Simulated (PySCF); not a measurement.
Core-level binding energies of 4-methylthiazole

Compound: 4-methylthiazole, C4H5NS.
Cartesian coordinates in Å at the GFN2-xTB level; atoms count from 1:
```
atom  x, y, z in Å
C1    -1.667   -0.101    0.014
C2    -0.182    0.006    0.001
C3     0.549    1.145    0.148
S4     2.235    0.808    0.070
C5     1.822   -0.864   -0.157
N6     0.569   -1.117   -0.169
H7    -2.119    0.876    0.159
H8    -2.012   -0.525   -0.927
H9    -1.981   -0.768    0.814
H10    0.205    2.149    0.296
H11    2.586   -1.606   -0.274
```

Computed with delta-SCF UKS SCAN, pcX-2 on the ionised atom, pcseg-1 elsewhere, spin-free X2C (PySCF 2.14.0). Each binding energy is the total energy of the core-ionised species, with the hole localised on one atom, minus that of the ground state; both are solved self-consistently, so orbital relaxation is included.

Question: Give the core binding energies atom by atom.

Answer: 
```csv
atom(s),environment,level,binding energy (eV),above the level's lowest (eV),count
C1,benzylic-type carbon,C 1s,290.85,+0.14,1
C2,substituted aromatic carbon,C 1s,291.25,+0.54,1
C3,aromatic CH next to a ring sulfur,C 1s,290.71,0.00,1
S4,thiophene-type sulfur,S 1s,2478.05,0.00,1
C5,aromatic CH next to a ring nitrogen,C 1s,291.65,+0.94,1
N6,pyridine-type nitrogen,N 1s,404.64,0.00,1
```

Lowest listed C 1s: C3, bonded to S (aromatic in the SMILES), C (aromatic in the SMILES) and H. Highest, 0.94 eV above it: C5, bonded to N (aromatic in the SMILES), S (aromatic in the SMILES) and H. The widest gap between neighbouring values is 0.40 eV, between 291.25 and 291.65 eV.

Question: Which photon wavelength matches the C 1s of C2 threshold?

Answer: λ = hc/E = 12398.42 eV Å / 291.25 eV = 42.570 Å.

Not every level is listed. Geometry: GFN2-xTB; no solvent, vibrations or thermal averaging.

On Arm Neoverse N1, one thread, shared host, this took 67 s.
